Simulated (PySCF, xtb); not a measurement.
silicon monoxide cation (OSi), SMILES O=[Si] (connectivity only; charge and spin as stated), charge +1, multiplicity 2.

Harmonic wavenumbers (cm⁻¹) from xtb 6.7.1 with GFN2-xTB at its own minimum, in rising order: 1465.

Problem. What does B3LYP-D3(BJ)/def2-TZVPD (PySCF 2.14.0) give at its own minimum? (Estimate from the structure and the level; the computed values follow.)

Solution. 1142. Paired by order, the mean absolute difference is 323 cm⁻¹ and the zero-point energies are 2.1 and 1.6 kcal/mol.
